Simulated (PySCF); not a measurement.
CH2, SMILES [CH2] (connectivity only; charge and spin as stated), neutral, multiplicity 1. Atoms are numbered in the order given.

```xyz
3

C      0.0000     0.0000     0.1748
H      0.0000    -0.8622    -0.5245
H      0.0000     0.8622    -0.5245
```
Charge 0, spin multiplicity 1.

Geometry: B3LYP-D3(BJ)/def2-TZVPD. The isomer is the one that the SMILES or the coordinates give; other isomers of the formula were not compared.

Computed with TDA-B3LYP/def2-TZVPD (PySCF).

Vertical excitations.  State labels are in the subgroup C2v.

```tsv
state	symmetry	energy (eV)	λ (nm)	f	main pairs
S1	B1	1.72	721	0.007	HOMO→LUMO 99 %
S2	A2	5.49	226	0.000	HOMO−1→LUMO 100 %
S3	A1	6.28	197	0.117	HOMO→LUMO+1 100 %
S4	B2	8.28	150	0.059	HOMO→LUMO+2 98 %
S5	A1	9.42	132	0.010	HOMO→LUMO+3 65 %, HOMO→LUMO+4 32 %
S6	A1	9.82	126	0.018	HOMO→LUMO+4 66 %, HOMO→LUMO+3 29 %
S7	B2	9.99	124	0.121	HOMO→LUMO+5 94 %
S8	B1	10.06	123	0.008	HOMO→LUMO+6 96 %
S9	A2	10.48	118	0.000	HOMO→LUMO+7 100 %
S10	B2	10.50	118	0.224	HOMO−1→LUMO+1 97 %
T1	A2	4.47	277	0	HOMO−1→LUMO 99 %
T2	A1	6.04	205	0	HOMO→LUMO+1 99 %
T3	B2	7.62	163	0	HOMO→LUMO+2 94 %
T4	A1	8.48	146	0	HOMO→LUMO+3 97 %
```
Triplets are in the Tamm–Dancoff approximation.
